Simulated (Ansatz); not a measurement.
# PO radical: one species, many methods

One table from this session's results is given with a row withheld; the runs are named, their logs left out.

Program: Ansatz 0.2.0, Gaussian basis. Level of theory: functionals in def2-TZVPP, the program's frozen cores in correlated methods. These are calculated values, not measurements.

The runs, in order: LDA (SPW92), PBE-D4, revPBE-D4, BLYP-D4, r2SCAN-D4, B97M-V, PBE0-D4, B3LYP-D4, r2SCANh-D4, r2SCAN0-D4, HSE06-D4, BHLYP-D4, CAM-B3LYP-D4, LC-ωPBE, ωB97X-V, ωB97M-V, B2PLYP, PBE-QIDH; CCSD(T)/def2-SVP; CCSD(T)/def2-TZVPP; CCSD(T)/def2-QZVPP; extrapolation to the limit; RPA on PBE.

## The geometry

All runs share one geometry, relaxed beforehand with PBE0-D4 in a triple-zeta def2 set.

SMILES `O=[P]`, 2 atoms, charge 0, spin multiplicity 2.

Atoms are counted from 1 here; the program's logs count them from 0.

Bond lengths: O1–P2 1.474 Å.

Set-up of the first run:

Contents of in.yaml:

```yaml
crystal:
  periodic: [false, false, false]
  atoms:
    - {symbol: O, position_ang: [0.000000, 0.000000, -0.009457]}
    - {symbol: P, position_ang: [-0.000000, -0.000000, 1.464547]}
basis:
  gaussian: {orbitals: def2-TZVPP}
magnetization: {spin_polarized: true, initial_magnetization: 1}
hamiltonian: {xc: lda}
output: {orbitals: {seedname: orbitals}}
```

Command:

```
$ ansatz run in.yaml --threads 2 --pin off --events-out ev --progress --plain --max-ram 32768MiB --backend cpu
```

Steps of the session up to this table: LDA; PBE-D4 (GGA); revPBE-D4 (GGA); BLYP-D4 (GGA); r2SCAN-D4 (meta-GGA); B97M-V (meta-GGA); PBE0-D4 (hybrid); B3LYP-D4 (hybrid); r2SCANh-D4 (hybrid); r2SCAN0-D4 (hybrid); HSE06-D4 (hybrid); BHLYP-D4 (hybrid); CAM-B3LYP-D4 (range-separated); LC-ωPBE (range-separated); ωB97X-V (range-separated); ωB97M-V (range-separated); B2PLYP (double hybrid); PBE-QIDH (double hybrid).

One table of the session follows, with a row left open; its other results are not shown here.

It belongs to the step «Orbital energies across the functionals». 

```
  functional  HOMO (eV)  LUMO (eV)  gap (eV)
 LDA (SPW92)      -4.45      -4.50     -0.05
      PBE-D4      -4.47      -4.29      0.18
   revPBE-D4      -4.44      -4.22      0.22
     BLYP-D4      -4.30      -4.12      0.18
   r2SCAN-D4      -4.84      -4.21      0.63
      B97M-V      -4.58      -4.17      0.41
     PBE0-D4      -5.81      -3.33      2.48
    B3LYP-D4      -5.51      -3.53      1.99
  r2SCANh-D4      -5.34      -3.83      1.51
  r2SCAN0-D4          ?          ?         ?
    HSE06-D4      -5.40      -3.72      1.68
    BHLYP-D4      -6.98      -2.24      4.74
CAM-B3LYP-D4      -7.11      -2.08      5.02
     LC-ωPBE      -8.54      -0.89      7.65
     ωB97X-V      -8.04      -0.96      7.08
     ωB97M-V      -7.65      -1.04      6.60
```

Q: Estimate the row for r2SCAN0-D4 from the others.

Worked estimate for «HOMO (eV)». Against the share of exact exchange, r2SCAN-D4 (0, -4.84), r2SCANh-D4 (0.1, -5.34) give a slope of -5.00 per unit share; at 0.25 the line stands at -6.09.

The run gave: HOMO (eV): -6.08; LUMO (eV): -3.27; gap (eV): 2.81. In «HOMO (eV)» the line misses by -0.01.

To keep in mind: A negative gap means that an empty level lies below a filled one: whole occupations of an open shell aren't an aufbau state there.
